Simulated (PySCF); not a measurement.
Species: C4H7N2 (doublet state).
Z-matrix (Å and degrees, GFN2-xTB geometry), rows numbered from 1:
```
C 
C   1  1.3230
C   2  1.4689  1  122.71
N   3  1.2576  2  126.49  1   157.97
C   3  1.5339  2  115.42  1   -21.31
N   5  1.4019  3  114.81  2    52.60
H   1  1.0764  2  123.41  3  -176.93
H   1  1.0916  2  118.62  3     1.67
H   2  1.0842  1  122.14  3   177.22
H   4  1.0169  3  116.66  2     1.29
H   5  1.1012  3  104.91  2   175.57
H   5  1.0979  3  107.87  2   -68.25
H   6  1.0202  5  110.29  3    59.88
```

The hyperfine couplings belong to this conformer and change with its torsions.

As a line formula: `[H]/N=C(\C=C)C[NH]` [radical].

Method used: PySCF 2.14.0, UKS B3LYP, pcH-1 on C H N, non-relativistic, mean-field spin-orbit, GIAO. The structure is a single GFN2-xTB conformer in the gas phase; no vibrational or solvent corrections. A GFN2-xTB geometry isn't a minimum of the functional, and hyperfine couplings can be far from their values at a DFT geometry. The frame is twisted about the C2–C3 bond at this geometry (dihedral H9–C2–C3–N4 = -19°); couplings at other torsion angles weren't computed.

Question: What are Nα, Nβ and the exact ⟨S²⟩?

Answer: 45 electrons with 2S = 1: 23 α and 22 β; S(S+1) = 0.75.

Mulliken spin populations, one withheld:

```json
{"atom": "C1", "bound to": "C2, H7, H8", "population": "+0.0431"}
{"atom": "C2", "bound to": "C1, C3, H9", "population": "-0.0022"}
{"atom": "C3", "bound to": "C2, N4, C5", "population": "+0.0548"}
{"atom": "N4", "bound to": "C3, H10", "population": "-0.0030"}
{"atom": "C5", "bound to": "C3, N6, H11, H12", "population": "-0.0664"}
{"atom": "N6", "bound to": "C5, H13", "population": "?"}
{"atom": "H7", "bound to": "C1", "population": "+0.0075"}
{"atom": "H8", "bound to": "C1", "population": "-0.0117"}
{"atom": "H9", "bound to": "C2", "population": "+0.0068"}
{"atom": "H10", "bound to": "N4", "population": "+0.0050"}
{"atom": "H11", "bound to": "C5", "population": "+0.0696"}
{"atom": "H12", "bound to": "C5", "population": "0.0000"}
{"atom": "H13", "bound to": "N6", "population": "-0.0302"}
```

Question: What does N6 hold?

Answer: The populations add up to Nα − Nβ = 1, and the others sum to 0.0733, so N6 holds +0.927.

Question: How is the spin shared among the elements?

Answer: Nitrogen +0.92, hydrogen +0.05, carbon +0.03. The positive populations sum to 1.11, the negative ones to -0.11.

Question: The run gives ⟨S²⟩ = 0.7538. What does that say of the overlap of α and β orbitals, and of the weight of higher spin?

Answer: Σ|⟨iα|jβ⟩|² over occupied orbitals = Nβ − [⟨S²⟩ − S(S+1)] = 22 − 0.0038 = 21.9962. If the quartet state (S + 1) were the only admixture, its weight would be 0.0038/(2S + 2) = 0.13 %. For Kohn–Sham this describes the determinant of the orbitals, not the true wave function.

Question: What Fermi-contact NMR shifts do the couplings of C1, C2, C3, N4, C5, N6, H7 imply at 298 K (Curie law, g = gₑ)?

Answer: δ = a_FC·h·gₑ μB S(S+1)/(3 g_N μN kT), with k/h = 20836.6 MHz/K:

```
nuclei  isotope  a_FC (MHz)     g_N  contact shift (ppm)
    C1      13C       33.80  1.4048                +3561
    C2      13C        1.10  1.4048                 +116
    C3      13C       52.49  1.4048                +5531
    N4      14N        2.26  0.4038                 +827
    C5      13C      -34.46  1.4048                -3631
    N6      14N       31.51  0.4038               +11553
    H7       1H       16.92  5.5857                 +448
```

All at the stated temperature.
